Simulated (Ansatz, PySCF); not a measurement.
This PySCF input computes a B3LYP/def2-TZVPD energy:

```python
from pyscf import gto, scf, dft

mol = gto.M(
    atom='''
    Si    0.00522298    0.00088878    0.13274662
    H    -0.03423424    1.08488138   -0.93662313
    H    -0.03888754   -1.09732424   -0.92182957
    ''',
    basis='def2-tzvpd',
    charge=0,
    spin=0,
    verbose=4,
)

mf = dft.RKS(mol, xc='b3lyp').density_fit(auxbasis='def2-universal-jkfit')
mf.grids.level = 3
mf.conv_tol = 1e-9
mf.max_cycle = 100
mf.max_memory = 1500
mf.kernel()
if not mf.converged:
    mf = mf.newton()
    mf.kernel(mf.make_rdm1())
mf.analyze()
```

**Question.** Write an input for the same energy in Ansatz (a program for electronic structure) and say what it gives.

**Answer.** 
Ansatz 0.2 input:
```yaml
crystal:
  periodic: [false, false, false]
  atoms:
    - {symbol: Si, position_ang: [0.00522298, 0.00088878, 0.13274662]}
    - {symbol: H, position_ang: [-0.03423424, 1.08488138, -0.93662313]}
    - {symbol: H, position_ang: [-0.03888754, -1.09732424, -0.92182957]}
basis:
  gaussian:
    orbitals: def2-TZVPD
hamiltonian:
  xc: {name: B3LYP}
output: {forces: true}
```
It gives -290.64138 Eh, and PySCF -290.64142 Eh, a difference of 0.04 mEh, from the treatment of integrals and grids.
